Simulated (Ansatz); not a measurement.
hcp Co, treated with PBE-D3(BJ) (PAW; Ansatz, a program for electronic structure).

Settings: plane-wave cutoff 520 eV, 30×30×16 k mesh (along the axes of the cell as run), Fermi–Dirac smearing 0.041 eV (set by the program), spin-polarised with parallel moments, scalar-relativistic PAW data made under PBE.

Computed at the level's own relaxed cell.

Question: Predict the Voigt–Reuss–Hill bulk modulus, polycrystal shear modulus (Hill average), elastic constant C44, elastic constant C11, elastic constant C12, elastic constant C13, elastic constant C33 and elastic constant C66.

Answer: 
- Voigt–Reuss–Hill bulk modulus: 234 GPa
- polycrystal shear modulus (Hill average): 117 GPa
- elastic constant C44: 108 GPa
- elastic constant C11: 397 GPa
- elastic constant C12: 185 GPa
- elastic constant C13: 123 GPa
- elastic constant C33: 450 GPa
- elastic constant C66: 106 GPa

Measured, for comparison: elastic constant C44 75 GPa, elastic constant C11 306 GPa, elastic constant C12 165 GPa, elastic constant C13 102 GPa, elastic constant C33 357 GPa (temperature not stated, no zero-point or thermal correction; as tabulated in Steinle-Neumann et al. (1999), arXiv:cond-mat/9904431). Computed (rounded) less measured: elastic constant C44 +44 %, elastic constant C11 +30 %, elastic constant C12 +12 %, elastic constant C13 +21 %, elastic constant C33 +26 %.

Note: the dispersion coefficients are held fixed in the derivatives.

Elastic constants are with the ions relaxed.

Computing time: about 70 core-minutes (a rough figure).
